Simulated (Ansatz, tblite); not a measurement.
Removing and adding an electron: the cluster Li3 (the lowest doublet isomer of a short search). The state is a doublet with charge 0. Geometry: PBE/def2-TZVP. Ansatz, gas phase; energy differences of separate SCF runs; the oxidised species is a singlet (the triplet lies 1.44 eV higher at PBE0/def2-TZVP); the reduced species is a triplet (the singlet lies 0.31 eV higher at PBE0/def2-TZVPD).

```csv
atom,x (Å),y (Å),z (Å)
Li1,-0.079,-1.057,-1.063
Li2,1.133,1.386,-0.397
Li3,-1.054,-0.329,1.460
```

The xTB rows come from tblite. Correlated methods freeze no core orbitals; core or outer-core shells of Li are correlated, in sets that lack core-valence functions. In CCSD on the charge 0 doublet the largest single amplitude is 0.19, so its Hartree–Fock determinant may place the open shell otherwise than the density functionals do. The structure comes from a short search, and lower isomers may exist.

```tsv
level	−HOMO (eV)	vertical IE (eV)	−LUMO (eV)	vertical EA (eV)	HOMO–LUMO gap (eV)	IE − EA (eV)	remarks
GFN1-xTB	–	11.17	–	6.82	–	4.35	–
GFN2-xTB	–	7.60	–	1.87	–	5.73	–
PBE/def2-TZVP	2.59	4.39	2.06	–	0.53	–	restricted SCF unstable in HF (+1 singlet)
PBE/def2-TZVPD	2.61	–	2.09	0.71	0.52	–	HOMO above zero (-1 triplet)
r2SCAN/def2-TZVP	2.66	4.33	1.73	–	0.93	–	restricted SCF unstable in HF (+1 singlet), spin-contaminated (⟨S²⟩ 0.86) (doublet)
r2SCAN/def2-TZVPD	2.67	–	1.75	0.68	0.92	–	HOMO above zero (-1 triplet), spin-contaminated (⟨S²⟩ 0.86) (doublet)
PBE0/def2-TZVP	3.07	4.35	1.55	–	1.53	–	restricted SCF unstable in HF (+1 singlet)
PBE0/def2-TZVPD	3.08	–	1.58	0.67	1.50	–	HOMO above zero (-1 triplet)
CCSD/def2-TZVPP	–	4.15	–	–	–	–	large T1 (0.081) (doublet), restricted SCF unstable (+1 singlet), spin-contaminated (⟨S²⟩ 1.19) (doublet)
CCSD(T)/def2-TZVPP	–	4.18	–	–	–	–	large T1 (0.081) (doublet), restricted SCF unstable (+1 singlet), spin-contaminated (⟨S²⟩ 1.19) (doublet)
```

Run but left out: HF/def2-TZVPP, MP2/def2-TZVPP (doublet: ⟨S²⟩ 1.19, where a pure state has 0.75).   A HOMO above zero means that the electron is unbound at that level or that self-interaction error raises the level; the energy of removing that electron tells which. HOMO and LUMO are the levels of the spin that leaves or enters (xTB has no such levels and no spin-polarisation term). Other spin states of the ions may lie lower, which would lower the ionisation energy or raise the affinity. Raw xTB energy differences between charge states are shifted by several eV; the methods need an empirical correction for them.
